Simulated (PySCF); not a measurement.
SMILES C[C](C)C (C₄H₉), doublet at its GFN2-xTB optimised geometry (Å):

```
13

C      1.4125     0.0468     0.0000
C     -0.0725     0.0468     0.0000
C     -0.7994    -1.1924    -0.3760
C     -0.7987     1.3422     0.0000
H      1.8031    -0.9039     0.3613
H      1.8030     0.8487     0.6257
H      1.8179     0.1993    -1.0097
H     -0.2858    -2.0761     0.0010
H     -1.8164    -1.1824     0.0148
H     -0.8744    -1.3032    -1.4666
H     -0.2882     2.0761     0.6228
H     -0.8673     1.7685    -1.0104
H     -1.8179     1.2187     0.3648
```

Calculation: unrestricted PBE/def2-TZVP (PySCF). Cells within 0.4 Å of a nucleus heavier than hydrogen are left out (blank, or x).

Map of the HOMO amplitude (α) (bohr^(-3/2)) on the plane z = 0.0 Å; orbital energy -3.62 eV, overall sign arbitrary:

```
|5555555555555555555555555|
|5555555555555555555555555|
|5555555555555555555555555|
|5555555555555555555555555|
|5555555555554445555555555|
|5555555555544444455555555|
|5555544555544444445555555|
|5555444455544444444555555|
|555444333xx43444444555555|
|555444322xx33334444555555|
|5554443333332333445555555|
|555444444554x233x55555555|
|55544444457xx43xx55555555|
|5554444445799643344555555|
|5554443234577653223455555|
|5554432012x45544323445555|
|5554443111123444334445555|
|5554443332102344444445555|
|5555444433212344444455555|
|5555544444333444444555555|
|5555554444444444455555555|
|5555555544444444555555555|
|5555555555444455555555555|
|5555555555555555555555555|
|5555555555555555555555555|
```
Scale: ten equal steps from -0.068 (start of '0') to 0.062 (end of '9'), in the order '0123456789'; x runs from -4.50 to 4.50, y from -4.50 (bottom) to 4.50 (top).
